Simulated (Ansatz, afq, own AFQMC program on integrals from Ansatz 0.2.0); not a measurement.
Al2H2, singlet in cc-pVDZ, levels against CCSDT(Q)

```xyz
4

Al    0.0000    0.0937    1.2625
Al    0.0000   -0.0181   -1.3691
H     0.0000   -0.7557    2.8028
H     0.0000   -1.2698    0.0525
```

Connectivity, by distances: AlH–Al, 1 bridging H.

Basis cc-pVDZ. Only valence electrons are correlated. Ansatz 0.2.0 and our own AFQMC program on the same integrals; the CISD trial comes from CCSD amplitudes, and released means the phaseless constraint is let go. Free AFQMC starts from the CCSD state and is never constrained. Its projection time is finite, and what remains of the start isn't in its error. ± is one standard error of the sampling.

Determinant: UHF, the one that the program's search chose, which needn't be the lowest solution. The geometry is a point of a scan.

No full CI on the walks' own integrals is used here; CCSDT(Q) serves as the reference and is uncertain by about the last step of the cluster series.

Cautions: higher spins were not checked; an unrestricted solution with more broken spin lies lower (71 meV, ⟨S²⟩ 0.48), while this determinant keeps restricted orbitals.

- T1 diagnostic: 0.0177
- weight of the determinant in the CISD state: 0.850
- ⟨S²⟩ of the determinant: 0.000
- size of the correlated space: 8 electrons in 36 orbitals

| level | correlation energy (eV) |
| --- | --- |
| MP2 | -3.2045 |
| CCSD | -4.2436 |
| CCSD(T) | -4.3829 |

**Question.** Estimate where phaseless AFQMC with a CISD trial lies against CCSD(T) on the same integrals.

**Answer.** 27.4 ± 9.1 meV below CCSD(T).

Reference: CCSDT(Q), correlation energy -4.429 eV. The released energy is read at 2.40 1/Eh (meV from the phaseless value at times in 1/Eh: 0 ± 10 at 0.24, 1 ± 10 at 0.51, -1 ± 8 at 0.99, -19 ± 10 at 1.62, -23 ± 11 at 2.40).

| level | E − E(reference) (meV) | share of correlation (%) |
| --- | --- | --- |
| CCSD(T) | 45.9 | 98.96 |
| CCSDT | 9.0 | 99.80 |
| ph-AFQMC/CISD | 18.5 ± 9.1 | 99.58 |
| released AFQMC | -4.3 ± 10.8 | 100.10 |
| free AFQMC | -18.7 ± 12.0 | 100.42 |

Free projections are given only where their last times agree within the noise and don't stop above the reference; a slow remainder of the start can still hide under it. A walk keeps the symmetry of its determinant, which the program's search chose and which needn't be the lowest solution, so a lower state of the same spin and another symmetry isn't excluded. Released energies are given only where the last usable release times agree within the noise; a slower fall can still hide under it.
